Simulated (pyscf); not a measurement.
A first-order saddle from PySCF, ωB97X-D3(BJ)/def2-SVP:

```
Si
H 1 1.4766
H 1 1.4766 2 123.01
H 1 1.5124 2 104.50 3 118.44
H 1 1.7033 2 104.93 4 122.14
Si 5 1.7317 1 95.96 2 -114.53
Cl 5 1.7385 1 97.32 2 65.45
H 6 1.4840 5 115.33 1 -67.34
H 6 1.4840 8 113.03 4 -68.62
H 6 1.4868 8 111.41 9 -126.35
```

Surface: singlet, charge 0. Lowest wavenumbers (cm⁻¹): 1009i, 153, 174, 199, 295.

### Question
Name the species on either side of this saddle.

### Answer
`[SiH3][SiH3]` + `[ClH]` ⇌ `[SiH3][Cl]` + `[SiH4]`, a four-centre exchange read from left to right: Si–Si, Cl–H broken and Cl–Si, H–Si formed. At CCSD(T)/def2-TZVPP + ΔMP2(QZVPP) it lies +39.1 kcal/mol from the left side and +60.5 kcal/mol from the right (each side as separated species at their lowest minima found). At the saddle there is also a short H–Si contact that neither side keeps. This is the saddle that the search found; another between the same sides may lie lower. The CCSD(T) − MP2 part came from Ansatz, without density fitting, on the same reference.
